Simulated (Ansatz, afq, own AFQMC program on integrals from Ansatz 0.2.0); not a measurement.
AFQMC on a folder of integrals that Ansatz 0.2.0 wrote.

```yaml
crystal:
  periodic: [false, false, false]
  atoms:
    - {symbol: Ge, position_ang: [0.000000, -0.332308, 2.210741]}
    - {symbol: Mg, position_ang: [0.000000, -0.171521, -1.896113]}
    - {symbol: H, position_ang: [0.000000, 0.802843, 3.274759]}
    - {symbol: H, position_ang: [0.000000, -0.299014, -3.589386]}
basis:
  gaussian: {orbitals: cc-pVDZ}
magnetization: {spin_polarized: false, initial_magnetization: 2}
correlation: {method: ccsd_t, electrons: outside_noble_gas, hamiltonian_folder: ham}
```

```sh
$ ansatz run in.yaml --threads 1 --pin off --events-out ev --progress --plain --max-ram 1382MiB
```

Options of the walk:

```
--method phaseless --trial hf --walkers 120 --populations 1 --least-time 40 --time-step 0.005 --steps-per-block 20 --equilibration-blocks 160 --max-blocks 600 --target-error 0.00204 --factor-cut 1e-05 --start spin_pure --seed 9393 --taylor-order 6
```

Times are imaginary, in 1/Eh. The walk had a cap of 932 s. Filled inner d shells are frozen with the cores.

Output of the walk:

```
orbitals 36  electrons 5 3  factors 253 of 577
reference energy -2276.00858465 Eh
CCSD correlation -0.12501144 Eh in 16 cycles, weight of the determinant in the CISD state 0.8821
energy of the start -2276.008614 Eh
 block  time / (1/Eh)  mean weight  energy / Eh
     1     0.100  1.0001  -2276.025714
     2     0.200  1.0005  -2276.040052
     3     0.300  1.0000  -2276.051204
     4     0.400  1.0015  -2276.063578
     5     0.500  1.0003  -2276.071355
     9     0.900  0.9998  -2276.097661
    43     4.300  0.9995  -2276.139235
    99     9.900  1.0004  -2276.141479
   155    15.500  1.0006  -2276.132707
   211    21.100  1.0016  -2276.130806
   267    26.700  1.0019  -2276.127631
   323    32.300  1.0013  -2276.126348
   379    37.900  0.9992  -2276.133023
   435    43.500  0.9987  -2276.114540
   477    47.700  1.0006  -2276.111891
   491    49.100  1.0010  -2276.125297
   505    50.500  1.0007  -2276.158126
   547    54.700  1.0009  -2276.131557
blocks merged  error / Eh  count
     1  0.000448  400
     2  0.000605  200
     4  0.000790  100
     8  0.001026  50
    16  0.001230  25
    32  0.001687  12
energy -2276.131657 +/- 0.001230 Eh
(rows thinned)
```

The run passed its tests (sampling time, drift between the halves within three errors, error under three times the target), which doesn't prove that it has relaxed. The second half of the sampling lies above the first by 1.6 errors of their difference, so the energy may still be moving and its error bar be too small.

Against this walk (error 33.5 meV) on the same determinant: CCSD(T) 115.7 meV lower, CCSDT(Q) 142.4 meV lower, a separate phaseless walk with a CISD trial and standard settings 117.5 ± 34.0 meV lower. The error is statistical and leaves out the bias of the constraint. CCSDT(Q) is the surest value here, so the walk's 142 meV above it is most likely the bias of the constraint with this trial, which can have either sign.

Cautions: constraint bias not in the error; no relativity below Rb; no spin-orbit coupling; inner d shell frozen; lower spins were not checked; a spin-contaminated unrestricted determinant lies lower (UHF 148 meV lower, ⟨S²⟩ 2.08).

The walk took 100 s on 1 thread of AMD EPYC 9R14 (Zen 4), on a shared host. The log's last line is the phaseless energy.

CCSDT and higher add their correlation energy to the determinant of the CCSD(T) run, since their own runs factorise the integrals more tightly (a shift of under 2 meV). A walk keeps the symmetry of its determinant, which the program's search chose and which needn't be the lowest solution, so a lower state of the same spin and another symmetry isn't excluded.
